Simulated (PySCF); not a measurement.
**Working out the electron affinity of F**

F⁻ [Ne] (1S) → F [He] 2s2 2p5 (2P). Computed with PySCF 2.14 in x2c-TZVPPall with one added diffuse shell each of s, p, d type (6s4p3d1f, 40 functions), with the spin-free X2C one-electron Hamiltonian (Gaussian nucleus). Frozen: nothing. Energies in hartree (1 hartree = 27.21139 eV):

```json
{"part": "UHF", "F⁻ (lower)": "-99.542462", "F (upper)": "-99.499168"}
{"part": "CCSD correlation", "F⁻ (lower)": "-0.301587", "F (upper)": "-0.230912"}
{"part": "(T)", "F⁻ (lower)": "-0.009670", "F (upper)": "-0.003914"}
```

**Question.** What does Hartree-Fock give?

**Answer.** (-99.499168) − (-99.542462) = 0.043294 hartree = 1.178 eV.

**Question.** What do CCSD and CCSD(T) give?

**Answer.** The CCSD correlation energies differ by 0.070675 hartree = 1.923 eV and the triples by 0.005756 hartree = 0.157 eV, so CCSD gives 3.101 eV and CCSD(T) 3.258 eV.

A first-order spin-orbit estimate adds -0.017 eV to CCSD(T) (valence and next inner shell), giving 3.241 eV against 3.401 eV (measured; photodetachment measurements, as compiled on the Wikipedia data page of electron affinities).

What remains against the reference includes basis incompleteness and higher excitations.
